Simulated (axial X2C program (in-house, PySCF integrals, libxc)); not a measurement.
# PO: EOM-EA-CCSD levels

Aim: EOM-EA-CCSD levels of PO, with spin–orbit coupling in the Hamiltonian from the start.

Program: an in-house X2C program for linear molecules on PySCF integrals. Level of theory: two-component X2C with atomic mean-field terms, P dyall-av3z, O dyall-av3z. These are calculated values, not measurements.

## (1) Set-up

Contents of task.json:

```json
{
 "zs": [
  15,
  8
 ],
 "q": 0,
 "bas": [
  "dyall-av3z",
  "dyall-av3z"
 ],
 "r0": 1.59,
 "eom": "ea",
 "thr": -2.0,
 "nmax": 92,
 "grid": [
  1,
  0.96,
  1.045,
  0.92,
  1.09,
  1.15
 ]
}
```

Keys: zs atomic numbers; q charge; bas basis sets; r0 starting distance in Å; eom kind of EOM run; thr threshold in hartree for freezing inner shells (an s shell follows its p shell); nmax most natural virtual spinors; grid distances as factors.

On the command line:

```bash
> python soeom.py task.json out
```

The runs that follow: EOM-EA-CCSD at 1.485 Å.

What does the calculation give? Wanted: next root led by one particle; T1 of the reference; lowest state, Re and ωe.

The runs gave:

```
                     quantity                           value
       lowest root at 1.485 Å               Ω = 1/2, 8.329 eV
next root led by one particle  Ω = 3/2, about 210 cm⁻¹ higher
          T1 of the reference                           0.032
      lowest state, Re and ωe              1.484 Å, 1284 cm⁻¹
```

What this shows: The added electron is bound by 8.33 eV in a spinor of 60% P pπ, 16% O pπ, 13% P dπ. Errors of 0.1 to 0.3 eV are usual at this size, and roots led by higher excitations are left out, so the list is incomplete, and low states of that kind can be missing. T1 or the largest double amplitude of the reference is raised, which lowers the reliability. The bond is 0.052 Å longer than in the closed-shell reference at CCSD (1.432 Å).
